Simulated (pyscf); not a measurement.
Thermochemistry of product channels of H₂B–O–SiH₃ + NH₃ on the singlet surface, in kJ/mol, from CCSD(T)/def2-TZVPP + ΔMP2(QZVPP) energies (ideal gas, 1 atm, RRHO with modes under 100 cm⁻¹ raised to 100, one conformer, R ln 2 for chiral ones without a mode under 150 cm⁻¹). Optimised with ωB97X-D3(BJ)/def2-SVP in PySCF. MP2 and CC: frozen core, UHF for open shells. ΔMP2 is the change of the MP2 total energy from the triple- to the quadruple-zeta basis.

```csv
products,ΔE,ΔH(298 K),ΔG(600 K),ΔG(900 K)
HO–SiH₃ + H₂B–NH₂,-4.8,-4.2,-5.0,-5.4
H₂N–SiH₃ + H₂B–OH,+39.5,+39.2,+33.0,+29.8
```

These are energies of the channels, which say nothing of barriers. The CCSD(T) − MP2 part came from Ansatz, without density fitting, on the same reference.
